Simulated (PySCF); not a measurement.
How close is B3LYP for naphthalene radical anion?

The experiment to reproduce: a(1H H13/H14/H17/H18) -4.9 G [1]; a(1H H11/H12/H15/H16) -1.83 G [1]; a(13C C3/C5/C8/C10) 7.1 G [1]; a(13C C1/C2/C6/C7) -1.2 G [1]. Sources and the comparison follow the method.

Species: naphthalene radical anion, C₁₀H₈ (charge -1 and doublet state).
SMILES with atom numbers: `[cH:1]1[cH:2][cH:3][c:4]2[cH:5][cH:6][cH:7][cH:8][c:9]2[cH:10]1` (hydrogens: H11 on C1; H12 on C2; H13 on C3; H14 on C5; H15 on C6; H16 on C7; H17 on C8; H18 on C10)

The species is naphthalene radical anion (`c1ccc2ccccc2c1`) [SMILES of the parent framework; charge -1 and doublet state].

Level of theory: UKS B3LYP, IGLO-III on C, pcH-1 on H, non-relativistic, mean-field spin-orbit, GIAO in PySCF 2.14.0. Isolated species at its PBE0-D3(BJ)/def2-SVP geometry, gas phase. Whether the extra electron is bound in the gas phase wasn't checked; a finite basis holds it in any case. The geometry's basis has no diffuse functions, a weakness for an anion. The SCF solution wasn't tested for stability. No frequencies were computed at this geometry's level, so the symmetric structure isn't shown to be a minimum.

```tsv
nucleus	computed a_iso (MHz)	published	in MHz	difference of magnitudes (MHz)	source
1H H13/H14/H17/H18	-16.5	-4.9 G	-13.7	+2.8	[1]
1H H11/H12/H15/H16	-5.1	-1.83 G	-5.1	0.0	[1]
13C C3/C5/C8/C10	19.2	7.1 G	19.9	-0.7	[1]
13C C1/C2/C6/C7	-4.3	-1.2 G	-3.4	+0.9	[1]
```

Values published in field units are turned into MHz with the computed g_iso.

Sources: [1] measured, solution or matrix (EPR); Pople, Beveridge, Approximate Molecular Orbital Theory, McGraw-Hill 1970 (compilation of measured values).

In relative terms the largest miss is 1H H13/H14/H17/H18, by 20 %. The measured numbers hold vibrational averaging and, outside the gas phase, effects of the matrix or solvent; the computed ones belong to one rigid, isolated geometry and carry the errors of functional and basis. An EPR spectrum gives magnitudes, so published signs often rest on theory.

Largest spin populations (Mulliken): C8 (+0.26), C10 (+0.26), C5 (+0.26) and C3 (+0.26). Four atoms exceed +0.15.

⟨S²⟩ = 0.7604 against the exact 0.7500, so spin contamination is small.
